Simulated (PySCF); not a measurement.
## BO⁺ at B97-3

Level: B97-3. B x2c-SVPall, O x2c-SVPall; spin-free X2C with a Gaussian nucleus (PySCF 2.14).

```json
{"state": "¹Σ⁺ (singlet), closed shell", "bond length": "118.5 pm", "harmonic wavenumber": "2019 cm⁻¹", "force constant": "15.7 mdyn/Å", "rotational constant Be": "1.840 cm⁻¹", "anharmonicity ωexe": "12.7 cm⁻¹", "vibration–rotation constant αe": "0.0168 cm⁻¹", "well depth De to B⁺ + O": "4.21 eV", "dissociation energy D0": "4.09 eV", "HOMO–LUMO gap": "4.39 eV", "bond order (Mayer)": "2.83", "dipole moment (positive dipole points towards O; it is taken about the centre of mass and depends on that origin)": "-5.99 D"}
```

For an ion De counts to the pair picked by the measured ionisation energies or electron affinities, which need not be the lowest pair at this level.
